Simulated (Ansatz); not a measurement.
A made-up structure of CH₃MgO, doublet:

```xyz
6
angstrom
C -0.0091 -0.0071 -0.0362
O -0.4882 -0.2819 -1.2364
Mg 0.7037 0.3592 1.5524
H -0.8041 0.4464 -1.7938
H -0.7118 -1.2004 -1.4536
H 1.3741 0.7066 3.0605
```

It is relaxed with PBE-D4/def2-SVP and then PBE0-D4/def2-TZVP (Ansatz 0.2.0). Atoms count as bonded within 1.22 times the sum of their covalent radii (H–H: 0.88 Å). The end point is not checked to be a true minimum.

(1) Does its bonding change? (A judgement: the text doesn't fix the answer.)

Results:

(1) Computed: Yes. Formed: C1–H4; broken: O2–H4.

Where it ends: The first stage lowers the energy by 4.77 eV in 43 steps. It ends as CH₃MgO ([OH][CH][MgH]):
```xyz
6
angstrom
C -0.2426 0.1653 -0.4101
O -0.3908 -1.1022 -0.9258
Mg 0.7243 0.4214 1.3840
H -0.6853 0.9301 -1.0576
H -0.8593 -1.0764 -1.7652
H 1.5183 0.6846 2.8676
```

Labels in which every atom is bracketed show which atoms are joined, not bond orders.

For scale, one of the runs: PBE0-D4/def2-TZVP relaxation, 112 basis functions, launched by `ansatz run in.yaml --threads 2 --pin off --events-out ev --progress --plain --max-ram 4352MiB`. The run took about 14 s on 2 CPU threads of an Arm Neoverse V1 (shared host).
